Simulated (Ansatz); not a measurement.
**H₂O (triplet): the correlation ladder at distance H1–H2 along a hydrogen transfer = 0.745 Å, 6-31G**

Aim: climb from Hartree-Fock through coupled cluster and multireference methods for H₂O (triplet) at one geometry and basis, and see what each rung misses.

The runs use Ansatz 0.2.0, Gaussian basis; 6-31G, core rule «outside noble gas», up to 1 orbitals frozen.

To be run: UHF; CCSD(T) on ROHF; CCSD(T) on UHF; BCCD(T) on ROHF; CISD; CCSDT(Q) on ROHF; CCSDT(Q) on UHF; CISDTQ; CCSDTQ on ROHF; CCSDTQ on UHF; CASSCF and MRCISD+Q, 4 electrons in 4 orbitals; CASSCF and NEVPT2, 4 electrons in 4 orbitals; CASSCF and MRCISD+Q, 8 electrons in 6 orbitals; CASSCF and NEVPT2, 8 electrons in 6 orbitals; Full CI.

7 further runs of the same task are left out: 1 for a mislabelled method, 6 that didn't finish.

## (1) The system

The geometry derives from fragments relaxed apart (PBE0/def2-TZVP) and kept rigid, so it is no stationary point. A hydrogen atom is moved between rigid fragments.

3 atoms, charge 0, spin multiplicity 3.

Atoms are counted from 1 here; the program's logs count them from 0.

Bond lengths: H1–H2 0.745 Å, H2–O3 1.221 Å. Angles: H1–H2–O3 180.0°.

## (2) UHF

The input, in.yaml:

```yaml
crystal:
  periodic: [false, false, false]
  atoms:
    - {symbol: H, position_ang: [0.000000, 0.000000, -0.903667]}
    - {symbol: H, position_ang: [0.000000, 0.000000, -0.158667]}
    - {symbol: O, position_ang: [0.000000, 0.000000, 1.062333]}
basis:
  gaussian: {orbitals: 6-31G}
magnetization: {spin_polarized: true, initial_magnetization: 2}
hamiltonian: {xc: hf}
output: {orbitals: {seedname: orbitals}}
```

Started as:

```sh
$ ansatz run in.yaml --threads 1 --pin off --events-out ev --progress --plain --max-ram 2393MiB
```

After this run come: CCSD(T) on ROHF; CCSD(T) on UHF; BCCD(T) on ROHF; CISD; CCSDT(Q) on ROHF; CCSDT(Q) on UHF; CISDTQ; CCSDTQ on ROHF; CCSDTQ on UHF; CASSCF and MRCISD+Q, 4 electrons in 4 orbitals; CASSCF and NEVPT2, 4 electrons in 4 orbitals; CASSCF and MRCISD+Q, 8 electrons in 6 orbitals; CASSCF and NEVPT2, 8 electrons in 6 orbitals; Full CI.

Q: Predict the results of all the runs planned. Wanted: FCI below the RHF energy; RMP2 from FCI; UMP2 from FCI; RCCSD from FCI; RCCSD(T) from FCI; UCCSD(T) from FCI; RCCSDT(Q) from FCI; UCCSDT(Q) from FCI; NEVPT2 pair from FCI.

As calculated:

| quantity | value |
| --- | --- |
| FCI below the RHF energy | -2.8180 eV |
| RMP2 from FCI | +539.3 meV |
| UMP2 from FCI | +479.6 meV |
| RCCSD from FCI | +32.1 meV |
| RCCSD(T) from FCI | +7.4 meV |
| UCCSD(T) from FCI | +6.5 meV |
| RCCSDT(Q) from FCI | +0.3 meV |
| UCCSDT(Q) from FCI | -0.4 meV |
| NEVPT2 pair from FCI | +332.6 meV |
| NEVPT2 valence from FCI | +492.6 meV |
| MRCISD+Q valence from FCI | +36.5 meV |
| levels within 1 kcal/mol (43 meV) | RCCSD, UCCSD, RCCSD(T), UCCSD(T), BCCD(T), RCCSDT, UCCSDT, CISDTQ, RCCSDT(Q), UCCSDT(Q), RCCSDTQ, UCCSDTQ, MRCISD+Q valence |
| T1 diagnostic | 0.036 |
| effectively unpaired electrons | 2.01 |

RCCSD(T) lands +7.4 meV from the yardstick (0.3 % of the correlation energy). One determinant dominates. Of the multireference levels listed MRCISD+Q valence comes nearest in total energy (+36.5 meV), which doesn't show that its space is the better one. These misses are within one basis, not against nature; the frozen cores of restricted and unrestricted runs differ, which can shift their rows.
